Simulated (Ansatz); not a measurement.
Two isomers of C3H6N2O: A = `CN(C=N)C=O`, B = `C=N/C(O)=N\C`.

Calculated with Ansatz (gas phase, PBE0-D4/def2-TZVP geometries, no zero-point term in ΔE). CBS: MP2 limit from def2 TZ/QZ plus the TZ coupled-cluster correction, frozen cores. Functionals use def2-TZVPP. B3LYP here is the variant with VWN-RPA as its local correlation; programs differ in this. Each species was taken in one conformer, which may not be the lowest.

(1) Which isomer does CCSD(T)/CBS put lower? Give the gap. (Best estimate.)

(2) Give E(B) − E(A) in kJ/mol with MP2/def2-TZVPP, PBE-D4, B3LYP, CCSD(T)/def2-TZVPP, r2SCAN-D4, B3LYP-D4, HF/def2-TZVPP. (An estimate is asked.)

Largest T1 diagnostic: 0.015.

Results:

(1) The calculation gave: A, by 72.6 kJ/mol.

(2) Computed: MP2/def2-TZVPP 81.1, PBE-D4 82.4, B3LYP 77.6, CCSD(T)/def2-TZVPP 74.0, r2SCAN-D4 83.1, B3LYP-D4 79.0, HF/def2-TZVPP 72.2. None reverses the order clearly.
